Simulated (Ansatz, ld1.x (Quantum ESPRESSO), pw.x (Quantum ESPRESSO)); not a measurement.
**Equation-of-state test of one PAW potential (Te (Z = 52))**

* Element: Te (Z = 52)
* Generator: ld1.x (Quantum ESPRESSO) 7.5
* Type: PAW
* Functional: PBEsol
* Relativity: scalar-relativistic
* Frozen core: [Kr] 4d10
* Valence charge: 6
* Reference configuration: 5s1.5 5p4.5
* Partial waves: 5s (bound): rcut 1.90, rcutus 2.20 bohr; 5s channel at 2.2 Ry: rcut 1.90, rcutus 2.20 bohr; 5p (bound): rcut 2.20, rcutus 2.45 bohr; 5p channel at 1 Ry: rcut 2.20, rcutus 2.45 bohr; 5d channel at -0.05 Ry: rcut 2.30, rcutus 2.80 bohr; 5d channel at -0.02 Ry: rcut 2.30, rcutus 2.80 bohr
* Local potential: all-electron potential smoothed inside 2.35 bohr (lloc = -1)
* Core correction: Bessel-smoothed model core inside 1.15 bohr
* Augmentation charge: PSQ, inside the norm-conserving radii

Atomic tests: cutoffs needed: 10 Ry and 15 Ry (the cutoffs (Ry, on a coarse ladder) from which the occupation-weighted sum of valence levels, in a spherical-Bessel basis at the reference potential, stays within 10 and 1 mRy of its value at 400 Ry); ghost test: no extra level below or beside the all-electron valence levels (s, p, d, f tested) (spherical-Bessel basis up to 400 Ry, 20 bohr box); largest excitation error: -323 meV (all-electron minus pseudo) for 5s2 5p0, out of 7 test configurations.

Crystal test: bcc Te in pw.x 7.5, no spin, 12³ k-points, Fermi–Dirac smearing 0.01 Ry, cutoffs 40/320 Ry. The reference is all-electron LAPW (Ansatz 0.2.0) with the same functional, mesh and smearing; V0 and B0 come from Birch–Murnaghan fits to the pressures at five volumes. Errors are pseudo minus all-electron; Δ is the rms difference of the E(V) curves that follow from these fits, minima aligned, over ±6 % about the mean V0. Mesh and smearing are coarse, so the numbers serve the comparison and aren't converged zero-temperature values; the lattice is a test structure that the element need not adopt.

All-electron: a0 = 3.776 Å (V0 = 26.93 Å³/atom), B0 = 64.5 GPa.

How far does the potential miss the all-electron equation of state?

mean pressure error (GPa): +0.64; a0 (Å): 3.788; a0 error (%): +0.32; B0 error (%): +0.4; Δ (meV/atom): 3.7.

| V (Å³/atom) | P all-electron (GPa) | P pseudo (GPa) |
| --- | --- | --- |
| 25.579 | 3.77 | 4.59 |
| 26.252 | 1.75 | 2.47 |
| 26.925 | 0.01 | 0.64 |
| 27.598 | -1.49 | -0.94 |
| 28.271 | -2.78 | -2.30 |

At the middle volume, how do free energy and pressure move when the wave cutoff is lowered (ecutrho held at 320 Ry)?

```tsv
cutoff (Ry)	shift of F (meV/atom)	shift of P (GPa)
18	+3.0	+0.01
24	+1.6	-0.02
32	+0.3	+0.01
```

Input at the middle volume:

```
&control
  calculation='scf', prefix='x', pseudo_dir='./', outdir='./tmp', tstress=.true., disk_io='low'
/
&system
  ibrav=0, nat=1, ntyp=1, ecutwfc=40, ecutrho=320, nbnd=10,
  occupations='smearing', smearing='fd', degauss=0.01
/
&electrons
  conv_thr=1e-09, mixing_beta=0.4, electron_maxstep=70
/
ATOMIC_SPECIES
Te 1.0 Te.UPF
CELL_PARAMETERS angstrom
  -1.88813006 1.88813006 1.88813006
  1.88813006 -1.88813006 1.88813006
  1.88813006 1.88813006 -1.88813006
ATOMIC_POSITIONS crystal
Te 0.0000 0.0000 0.0000
K_POINTS automatic
12 12 12 0 0 0
```

```bash
pw.x < Te.scf.in > Te.scf.out
```

Lines of the output:

```
Message from routine setup:
     using ibrav=0 with symmetry is DISCOURAGED, use correct ibrav instead
     lattice parameter (alat)  =       6.1800  a.u.
     unit-cell volume          =     181.6989 (a.u.)^3
     number of electrons       =         6.00
     number of Kohn-Sham states=           10
     kinetic-energy cutoff     =      40.0000  Ry
     charge density cutoff     =     320.0000  Ry
     scf convergence threshold =      1.0E-09
     Exchange-correlation= SLA  PW   PSX  PSC
     number of k points=    72  Fermi-Dirac smearing, width (Ry)=  0.0100
     iteration #  1     ecut=    40.00 Ry     beta= 0.40
     total energy              =    -356.78148876 Ry
     estimated scf accuracy    <       0.00106939 Ry
     iteration #  2     ecut=    40.00 Ry     beta= 0.40
     total energy              =    -356.78153812 Ry
     estimated scf accuracy    <       0.00032766 Ry
     iteration #  3     ecut=    40.00 Ry     beta= 0.40
     total energy              =    -356.78157195 Ry
     estimated scf accuracy    <       0.00001314 Ry
     iteration #  4     ecut=    40.00 Ry     beta= 0.40
     total energy              =    -356.78157301 Ry
     estimated scf accuracy    <       0.00000010 Ry
     iteration #  5     ecut=    40.00 Ry     beta= 0.40
     total energy              =    -356.78157303 Ry
     estimated scf accuracy    <       0.00000003 Ry
     iteration #  6     ecut=    40.00 Ry     beta= 0.40
     the Fermi energy is     8.6921 ev
!    total energy              =    -356.78157303 Ry
     estimated scf accuracy    <          1.3E-10 Ry
     smearing contrib. (-TS)   =      -0.00291915 Ry
     The total energy is F=E-TS. E is the sum of the following terms:
     one-electron contribution =       6.66175036 Ry
     hartree contribution      =       0.40309517 Ry
     xc contribution           =     -64.34251521 Ry
     ewald contribution        =     -18.35911098 Ry
     one-center paw contrib.   =    -281.14187322 Ry
     convergence has been achieved in   6 iterations
          total   stress  (Ry/bohr**3)                   (kbar)     P=        6.37
```

The run at the middle volume (72 k-points, 6 iterations) took about 9.9 s on one core of a shared host (Neoverse-V1, 32 threads, 247 GiB, load 25).
